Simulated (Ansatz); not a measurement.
# BHCl2 (SMILES ClBCl): a rigid scan of the bond length B2–H4

Aim: the energy along the bond length B2–H4, from CCSD(T) and from cheaper methods, relative to the minimum. All other internal coordinates keep their values.

Computed with Ansatz 0.2.0, Gaussian basis. Level: single points in def2-TZVPP.

Levels: PBE-D4, r2SCAN-D4, PBE0-D4, B3LYP-D4, wB97M-V, Hartree-Fock, MP2, CCSD, CCSD(T). The scan takes 1.021, 1.056, 1.107, 1.166, 1.233, 1.304, 1.380, 1.460, 1.543 Å.

Correlated methods freeze the cores. B3LYP uses VWN-RPA correlation.

**1. The system as given**

The minimum, relaxed at PBE0-D4: SMILES `ClBCl`, 4 atoms, charge 0, spin multiplicity 1.

Atoms are counted from 1 here; the program's logs count them from 0.

Bond lengths: Cl1–B2 1.734 Å, B2–Cl3 1.734 Å, B2–H4 1.187 Å. Angles: Cl1–B2–Cl3 120.7°, Cl1–B2–H4 119.7°, Cl3–B2–H4 119.7°.

As a file:

```xyz
4
BCl2H
Cl   -1.5207   -0.6802   -0.0042
B     0.0264    0.1002   -0.0687
Cl    1.4107   -0.6145    0.6926
H     0.1390    1.1342   -0.6400
```

Energies of the minimum (eV), from earlier single points: PBE-D4 -25729.50589, r2SCAN-D4 -25738.72912, PBE0-D4 -25731.68099, B3LYP-D4 -25741.90211, wB97M-V -25739.26864, CCSD(T) -25712.38911.

At the minimum the bond length B2–H4 is 1.187 Å.

**2. B2–H4 = 1.021 Å**

Contents of ccsdt-tzvpp/in.yaml:

```yaml
crystal:
  periodic: [false, false, false]
  atoms:
    - {symbol: Cl, position_ang: [-1.520740, -0.680178, -0.004176]}
    - {symbol: B, position_ang: [0.026401, 0.100158, -0.068738]}
    - {symbol: Cl, position_ang: [1.410714, -0.614525, 0.692605]}
    - {symbol: H, position_ang: [0.123296, 0.989825, -0.560210]}
basis:
  gaussian: {orbitals: def2-TZVPP}
correlation: {method: ccsd_t}
```

No record of the launch command was kept for these runs.

After this run come: B2–H4 = 1.056 Å; B2–H4 = 1.107 Å; B2–H4 = 1.166 Å; B2–H4 = 1.233 Å; B2–H4 = 1.304 Å; B2–H4 = 1.380 Å; B2–H4 = 1.460 Å; B2–H4 = 1.543 Å.

Q: Predict the outcome of this session. Wanted: highest point, CCSD(T); lowest point, CCSD(T); minimum along the scan, CCSD(T); RMS deviation from CCSD(T); largest T1 diagnostic.

The runs gave:

| quantity | value |
| --- | --- |
| highest point, CCSD(T) | 21.5 kcal/mol at 1.543 Å |
| lowest point, CCSD(T) | 0.0 kcal/mol at 1.187 Å |
| minimum along the scan, CCSD(T) | 1.183 Å |
| curvature there | 25.4 eV/Å² |
| RMS deviation from CCSD(T) | PBE-D4 1.2, r2SCAN-D4 0.3, PBE0-D4 0.3, B3LYP-D4 0.3, wB97M-V 0.3, Hartree-Fock 1.2, MP2 0.5, CCSD 0.2 kcal/mol |
| largest T1 diagnostic | 0.012 |

In words: A polynomial through the near points puts the CCSD(T) minimum 0.004 Å below the PBE0-D4 value. It is steeper on the short side than on the long one. Curvature against CCSD(T): PBE-D4 -7 %, Hartree-Fock +7 %. The curve of CCSD lies nearest to CCSD(T), that of PBE-D4 farthest.
